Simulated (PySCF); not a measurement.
## Two-photon absorption: SMILES C=CCOC, C4H8O

Cartesian coordinates in Å; atom numbers follow the order of the lines, from 1:
```xyz
13

C     1.4927    0.2385    1.3559
C     0.9074   -0.6191    0.5333
C     0.5022   -0.2976   -0.8697
O    -0.8554   -0.5732   -1.1268
C    -1.7274    0.3152   -0.4780
H     1.7051    1.2576    1.0460
H     1.7872   -0.0413    2.3608
H     0.6931   -1.6339    0.8623
H     0.7332    0.7556   -1.0922
H     1.0639   -0.9205   -1.5723
H    -1.6341    0.2622    0.6135
H    -1.5431    1.3527   -0.7905
H    -2.7421    0.0352   -0.7624
```

Theory: TDDFT CAM-B3LYP/def2-TZVPD excited states, vertical, gas phase (PySCF). Geometry: PBE0-D3(BJ)/def2-TZVP.

**Question.** How strongly do the lowest singlets absorb one photon, and two photons of half the energy?

**Answer.** δ for parallel linear polarisation; σ at the peak of a Lorentzian of half width 0.1 eV, single beam; Ω is circular over linear.
```
state  E (eV)      f  photon λ (nm)  δ (au)  σ (GM)     Ω                                  main
   S1    6.60  0.004            376    10.6    0.17  0.23      HOMO→LUMO+1 0.49, HOMO→LUMO 0.39
   S2    7.14  0.036            347    62.4    1.16  1.12      HOMO→LUMO 0.39, HOMO→LUMO+1 0.38
   S3    7.26  0.043            342    19.9    0.38  1.42  HOMO−1→LUMO+1 0.50, HOMO−1→LUMO 0.25
   S4    7.39  0.303            336    10.2    0.20  1.15  HOMO−1→LUMO 0.48, HOMO−1→LUMO+1 0.31
   S5    7.73  0.036            321    35.4    0.78  1.43  HOMO→LUMO+3 0.46, HOMO−1→LUMO+3 0.41
   S6    7.84  0.025            316    21.8    0.49  1.50  HOMO→LUMO+4 0.41, HOMO−1→LUMO+3 0.24
```

Among these, the strongest one-photon state is S4, the strongest two-photon state S2, with a dipole change of 2.3 D (relaxed, norm of the difference vector).
